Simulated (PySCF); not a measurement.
## How well do the runs reproduce experiment for C2F3N?

**What was measured.**

From Beach, A photoelectron spectroscopic study of bonding in inorganic and organometallic compounds, PhD thesis, LBL 1985, for the gas: C 1s binding energy of C1 294.28 eV; C 1s binding energy of C3 301.35 eV; N 1s binding energy of N2 407.97 eV; F 1s binding energy of F4/F5/F6 695.53 eV.

The results are set against them at the end.

C₂F₃N.
SMILES with atom numbers: `[C-:1]#[N+:2][C:3]([F:4])([F:5])[F:6]`

Structure used (PBE0-D3(BJ)/def2-SVP), in Å, numbered top down from 1:
```xyz
6
C2F3N angstrom
C      1.997   -0.587   -0.506
N      0.901   -0.262   -0.229
C     -0.409    0.120    0.103
F     -1.278   -0.671   -0.500
F     -0.585    0.034    1.409
F     -0.626    1.366   -0.278
```

Runs made with PySCF (gas phase, on this PBE0-D3(BJ)/def2-SVP geometry; non-relativistic but for the core-level run):

```
                                                                          level                            job  basis functions  wall time
delta-SCF UKS SCAN, pcX-2 on the ionised atom, pcseg-1 elsewhere, spin-free X2C  ΔSCF core ionisation, 4 holes              115       11 s
```

Hardware: x86-64 server, one thread, no GPU, on a shared host.

**Comparison with experiment**

**Core binding energies.** Delta-SCF UKS SCAN, pcX-2 on the ionised atom, pcseg-1 elsewhere, spin-free X2C (PySCF 2.14.0).

```json
{"level and atom": "C 1s, C1", "computed (eV)": "294.29", "measured (eV)": "294.28", "computed − measured (eV)": "+0.01"}
{"level and atom": "C 1s, C3", "computed (eV)": "301.11", "measured (eV)": "301.35", "computed − measured (eV)": "-0.24"}
{"level and atom": "N 1s, N2", "computed (eV)": "407.96", "measured (eV)": "407.97", "computed − measured (eV)": "-0.01"}
{"level and atom": "F 1s, F4/F5/F6", "computed (eV)": "695.27", "measured (eV)": "695.53", "computed − measured (eV)": "-0.26"}
```

Sources, in the order of the opening: Beach, A photoelectron spectroscopic study of bonding in inorganic and organometallic compounds, PhD thesis, LBL 1985. Against the first value of each row the mean signed difference is -0.12 eV and the largest in size -0.26 eV. The computed values are vertical, without vibrational structure; measured positions hang on the energy calibration. The first atom of each set that the bonding makes equivalent was ionised and stands for the set. The unrestricted hole states depart most from a pure doublet (⟨S²⟩ = 0.75; over 0.85 named) for C 1s of C1 (0.89), which makes this value less certain.

No measured geometry was used, and the causes of the misses weren't examined.
